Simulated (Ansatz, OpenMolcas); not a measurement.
How methods differ on C4H6 (1,2-butadiene)

The species is C4H6 (10 atoms), meant as a singlet with charge 0. SMILES: `C=C=CC`. The shape is that of a PBE0-D4/def2-TZVP optimisation.

Quantity: the atomisation enthalpy at 298 K, in kJ/mol. The values are calculated. The thermal term (zero-point and 298 K enthalpy, harmonic and unscaled) is that of PBE0-D4/def2-TZVP; the spin-orbit lowering of the free atoms at 298 K, 0.1 kJ/mol by their spectra, is taken off.

**The experiment to reproduce.** CRC Handbook of Chemistry and Physics gives the atomisation enthalpy at 298 K of the gas as 4013 kJ/mol.

| level | kind | program | value (kJ/mol) | computed − measured |
| --- | --- | --- | --- | --- |
| HF/cc-pVDZ | Hartree–Fock | Ansatz | 2901 | -1112 |
| SVWN5/cc-pVDZ | LDA | OpenMolcas | 4541 | +528 |
| TPSS/cc-pVDZ | meta-GGA | OpenMolcas | 3981 | -32 |
| M06-2X/cc-pVDZ | hybrid meta-GGA | OpenMolcas | 3951 | -62 |
| HSE06/cc-pVDZ | range-separated hybrid | Ansatz | 3992 | -21 |
| RPA@PBE/cc-pVDZ | RPA | Ansatz | 3546 | -467 |
| MP2/cc-pVDZ | perturbation theory | Ansatz | 3758 | -255 |
| CCSD/cc-pVDZ | coupled cluster or CI | Ansatz | 3659 | -354 |

Nearest: HSE06/cc-pVDZ (-21 kJ/mol); farthest: HF/cc-pVDZ (-1112 kJ/mol). Computed less measured by kind, in kJ/mol (cc-pVDZ rows): Hartree–Fock -1112; LDA +528; meta-GGA -32; global hybrid -62; range-separated hybrid -21; RPA -467; perturbation theory -255; coupled cluster or CI -354. In a finite basis correlated wave-function methods underbind, so their errors here aren't those of the basis-set limit.
